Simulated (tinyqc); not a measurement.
Inside a calculation. Method: UHF in the sto-3g basis, for CH, spin multiplicity 4. One step of it, computed by the program tinyqc.

Task: Iteration 2: DIIS coefficients. Solve [B -1; -1 0][c; lambda] = [0; -1] for the coefficients, which sum to one.

B (overlaps of the stored error matrices):
```
[[6.1701210e-02, -1.2634203e-02],
 [-1.2634203e-02, 3.6842543e-02]]
```

Give: DIIS coefficients.

Result:

DIIS coefficients: [0.400, 0.600]
